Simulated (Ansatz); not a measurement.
Results of LDA (Ansatz, a quantum-chemistry and plane-wave program, plane waves, PAW) for fluorite CdF₂.

Numerical settings: plane-wave cutoff 520 eV, 8×8×8 k mesh, perturbation theory, force constants from a 4×4×4 q mesh, scalar-relativistic PAW data made under PBE.

Computed at the level's own relaxed cell.

```
CdF2
1.0
    0.00000     2.64874     2.64874
    2.64874     0.00000     2.64874
    2.64874     2.64874     0.00000
Cd F
1 2
Cartesian
  0.00000   0.00000   0.00000
  1.32437   1.32437   1.32437
  3.97311   3.97311   3.97311
```

Harmonic phonon frequencies (cm⁻¹; i marks an imaginary mode; at Γ without the LO shift):

```tsv
q point	frequencies
Γ	0 0 0 237 237 237 319 319 319
```
